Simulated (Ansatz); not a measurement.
Basis-set extrapolation for `C#CCCCl` (PBE0-D4/def2-TZVP geometry, frozen core, the Gaussian-basis code of Ansatz). Multiplicity 1, RHF reference.

|  | def2-TZVPP | def2-QZVPP |
| --- | --- | --- |
| HF | -613.890352 | -613.909793 |
| MP2 correlation | -0.832112 | -0.892772 |
| CCSD(T) correlation | -0.914227 | not run |

Energies in hartree. Use E(X) = E(∞) + A·exp(−7.88·√X) for Hartree–Fock and E(X) = E(∞) + B·X^(−2.97) for correlation, with X = 3 and 4, and add CCSD(T) minus MP2 of the smaller set to the MP2 limit.

Problem. What is the CCSD(T) energy at the basis-set limit?

Solution. HF limit: -613.909793 + (-0.019441) × 0.13774 = -613.91247. MP2 limit: -0.892772 + (-0.060660) × 0.74074 = -0.93771. Higher-order term: -0.914227 − (-0.832112) = -0.08212. Total: -614.93230 hartree, 80.1 kcal/mol below CCSD(T)/def2-TZVPP.
